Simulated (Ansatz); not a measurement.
Zinc-blende CdS (metastable phase), treated with B3LYP (VWN-RPA form) in Ansatz (plane waves, PAW).

Total energies, extrapolated to zero smearing (they compare only within this program, potentials and cutoff; free atoms with spin allowed, lowest state found):

| system | energy (eV/atom) |
|---|---|
| zinc-blende CdS (metastable phase), relaxed | -4588.3707 |
| free Cd atom | -8267.9536 |
| free S atom | -904.2452 |

**Question.** Work out the cohesive energy per atom.

**Answer.** E_coh = [1 × (-8267.9536) + 1 × (-904.2452)]/2 − (-4588.3707) = 2.27 eV/atom. The reference value is 2.87 eV/atom (measured, zero-point energy (9/8 kB θD) added and atomic spin-orbit splittings removed, spin-orbit-averaged atoms; as tabulated in Albrecht et al. (1997), arXiv:cond-mat/9706128), a difference of -0.60 eV/atom.

The PAW data were made under PBE.

Ansatz is a quantum-chemistry and plane-wave program.
